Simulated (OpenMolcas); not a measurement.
**Two attempts at [C2H2F2]+ (SMILES [CH2+][C](F)F)**

Aim: energy and one-electron properties of [C2H2F2]+ at UTPSS/Sadlej_pVTZ (RICD fitting).

The results are computed with OpenMolcas 26.06.

2 further runs of the same task are left out: 2 set aside as unsound or not needed.

## Step 1: The molecule

[C2H2F2]+ has 6 atoms, charge +1, and is taken as a doublet. As SMILES, `[CH2+][C](F)F`. The coordinates come from a GFN2-xTB relaxation. This is one conformer, not always the lowest.

Bond lengths: C1–C2 1.388 Å, C2–F3 1.276 Å, C2–F4 1.276 Å, C1–H5 1.090 Å, C1–H6 1.090 Å. Angles: C1–C2–F3 123.4°, C1–C2–F4 123.5°, F3–C2–F4 113.1°, C2–C1–H5 120.5°, C2–C1–H6 120.4°, H5–C1–H6 119.1°.

## Step 2: Try one

test.inp reads:

```
&GATEWAY
 Coord
 6
 angstrom
 C     -0.58815836     1.18652124    -0.47520943
 C      0.50967803    -1.02612129     0.41005167
 F     -0.75912188    -2.88111424     1.28590194
 F      2.88969360    -1.41308050     0.43174573
 H      0.58214903     2.71572541    -1.20447364
 H     -2.63420263     1.41806938    -0.44801627
 Basis
 Sadlej_pVTZ
 Group
 NoSym
 RICD

&SEWARD

&SCF
 UHF
 Charge
 1
 Spin
 2
 KSDFT
 2
 1.0 MGGA_X_TPSS
 1.0 MGGA_C_TPSS
 Iterations
 58
 PrOrbitals
 1 1
```

Started as:

```console
$ export MOLCAS_MEM=1860
$ pymolcas test.inp > test.log
```

Standard output:

```text
--- Start Module: gateway ---

                                              &GATEWAY

                       available to each process: 1.9 GB of memory, 1 thread

++    Symmetry information:
      ---------------------

                    Character Table for C1

                             E
                    a        1  x, y, xy, Rz, z, xz, Ry, yz, Rx, I
--

++    Basis set information:
      ----------------------

      Basis set label: C.SADLEJ_PVTZ.........

      Electronic valence basis set:
      ------------------
      Associated Effective Charge   6.000000 au
      Associated Actual Charge      6.000000 au
      Nuclear Model: Point charge

      Shell  nPrim  nBasis  Cartesian Spherical Contaminant
         s      10       5        X
         p       6       3        X
         d       4       2                 X

      Basis set label: F.SADLEJ_PVTZ.........

      Electronic valence basis set:
      ------------------
      Associated Effective Charge   9.000000 au
      Associated Actual Charge      9.000000 au
      Nuclear Model: Point charge

      Shell  nPrim  nBasis  Cartesian Spherical Contaminant
         s      10       5        X
         p       6       3        X
         d       4       2                 X

      Basis set label: H.SADLEJ_PVTZ.........

[... 107 lines left out ...]
      Nuclear repulsion energy =   62.70627549
[... 68 lines left out ...]
++ Convergence information
                               UHF [...]      iterations: Energy and convergence statistics
[... 9 lines left out ...]
       No convergence after  57 Iterations
[... 4 lines left out ...]
 *                                             SCF/KS-DFT Program, Final results                                             *
 *                                                       Final Results                                                       *
[... 89 lines left out ...]
      Title: Natural orbitals
[... 43 lines left out ...]
          Orbital          101       102       103       104       105       106       107       108       109       110
          Energy            0.6157    0.2939    2.3300    2.5716    0.6601    0.8783    2.6795    0.5315   35.6708   36.7290
          Occ. No.          0.0000    0.0000    0.0000    0.0000    0.0000    0.0000    0.0000    0.0000    0.0000    0.0000

          Orbital          111       112       113       114
          Energy            0.5713    3.3194    0.2094    0.7919
          Occ. No.          0.0000    0.0000    0.0000    0.0000

--

++    Molecular properties:
      ---------------------

      Charge (e):
                      =    1.0000
      Dipole Moment (debye):
      Origin of the operator (angstrom)=    0.5853   -1.1793    0.4716
                   X= -1.3159E+01               Y=  4.0951E+00               Z= -9.5662E-01           Total=  1.3814E+01
      Center of Charge (angstrom)
                     X=   -2.15425129               Y=   -0.32676363               Z=    0.27238970
      Quadrupole Moment (debye*angstrom):
      Origin of the operator (angstrom)=    0.5853   -1.1793    0.4716
                  XX= -1.2765E+01              XY= -8.7633E-01              XZ= -1.4089E-01              YY=  2.1317E+01
                  YZ= -1.8170E+01              ZZ= -1.3227E+01
      In traceless form (debye*angstrom)
                  XX= -1.6810E+01              XY= -1.3145E+00              XZ= -2.1133E-01              YY=  3.4313E+01
                  YZ= -2.7255E+01              ZZ= -1.7503E+01
--

--- Stop Module: scf /rc=_RC_NOT_CONVERGED_ ---
--- Module scf spent 1 minute 13 seconds ---

.#######################.
.# Convergence problem #.
.#######################.

    Timing: Wall=75.51 User=72.01 System=3.45
```

Wall time 76 s (1 thread of Arm Neoverse V1, shared host).

## Step 3: Reading the log

The iterations ended before the threshold was met.

What is wrong: the coordinates are read in the wrong unit, so the molecule is scaled by the ratio of bohr to ångström.

## Step 4: The mended input

test.input reads:

```
&GATEWAY
 COORD
 6
 bohr
 C     -0.58815836     1.18652124    -0.47520943
 C      0.50967803    -1.02612129     0.41005167
 F     -0.75912188    -2.88111424     1.28590194
 F      2.88969360    -1.41308050     0.43174573
 H      0.58214903     2.71572541    -1.20447364
 H     -2.63420263     1.41806938    -0.44801627
 BASIS=Sadlej_pVTZ
 GROUP=NoSym
 RICD

&SEWARD

&SCF
 UHF
 CHARGE=1
 SPIN=2
 KSDFT=2
 1.0 MGGA_X_TPSS
 1.0 MGGA_C_TPSS
 PRORBITALS=1 2
```

Started as:

```console
$ export MOLCAS_MEM=1860
$ pymolcas test.input > test.log
```

Standard output:

```text
--- Start Module: gateway ---
[...]
--- Stop Module: gateway /rc=_RC_ALL_IS_WELL_ ---
--- Start Module: seward ---
[...]
      Basis functions          114
--- Stop Module: seward /rc=_RC_ALL_IS_WELL_ ---
[...]
--- Start Module: scf ---
[...]
       Convergence after  19 Iterations
[...]
::    Total KS-DFT energy                            -276.8128447085
[...]
      Total spin, S                                     0.5014172257
[...]
      Total electronic charge=   31.000000
      Total            charge=    1.000000
[...]
      Dipole Moment (debye):
      Origin of the operator (angstrom)=    0.3097   -0.6241    0.2495
                   X= -1.6846E+00               Y=  3.3989E+00               Z= -1.3596E+00           Total=  4.0298E+00
      Center of Charge (angstrom)
[...]
--- Stop Module: scf /rc=_RC_ALL_IS_WELL_ ---
[...]
```

Run time: 34 s. Hardware: 1 thread of Arm Neoverse V1, shared host.

Atomic charges (e):

| atom | Mulliken |
| --- | --- |
| C1 | +1.748 |
| C2 | +0.211 |
| F3 | +0.070 |
| F4 | +0.070 |
| H5 | -0.550 |
| H6 | -0.549 |

## Step 5: Summary of results

Level: UTPSS/Sadlej_pVTZ (RICD fitting).

| quantity | value |
| --- | --- |
| total energy | -276.81284 Eh |
| HOMO energy (highest over α and β) | -15.25 eV |
| LUMO energy (lowest over α and β) | -13.33 eV |
| ⟨S²⟩ | 0.753 |

In words: This program's gradients are faulty for this kind of reference, so any forces in the log can't be trusted; the energy can. Mulliken charges run from -0.55 on H5 to +1.75 on C1; they depend strongly on the basis.
